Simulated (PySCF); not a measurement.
Molecule: `C=C(C#N)C#N`, C₄H₂N₂.

Geometry (Å), atoms numbered from 1 in this order:
```xyz
8

C    -0.126   -1.160    0.389
C     0.012    0.100   -0.037
C     1.280    0.733   -0.152
N     2.300    1.241   -0.245
C    -1.098    0.907   -0.408
N    -1.991    1.557   -0.705
H     0.731   -1.751    0.666
H    -1.098   -1.618    0.467
```

Frames of a GFN2-xTB Langevin trajectory at 200 K; GIAO PBE0/pcSseg-1 shieldings in PySCF 2.14.0 with density-fitted response routines, gas phase, non-relativistic; equivalent atoms averaged within each frame.

Referencing at the same level of theory: $^{13}$C (186.93 ppm), $^{1}$H (31.72 ppm) vs TMS; NH3 for $^{15}$N (267.73 ppm). The references are static minima.

How do the shifts (ppm) fluctuate along the trajectory?

## Answers


```
         time (fs)     C1  C3/C5     C2  N4/N6  H7/H8
optimised geometry  158.0  117.9  103.3  326.4   7.02
               250  153.7  119.7  104.0  333.4   6.54
               425  158.4  120.1  106.3  338.7   7.01
               625  145.9  119.7  100.8  331.4   6.21
               800  154.1  118.9  102.6  327.9   6.96
              1000  161.1  119.1  104.9  333.4   7.11
    mean of frames  154.6  119.5  103.7  332.9   6.77
standard deviation    5.8    0.5    2.1    3.9   0.38
```

5 frames give an uncertainty of the mean of about the standard deviation over 2.2 at best, since frames this close in time may not be independent; classical motion lacks zero-point vibration, and the reference would need the same averaging.
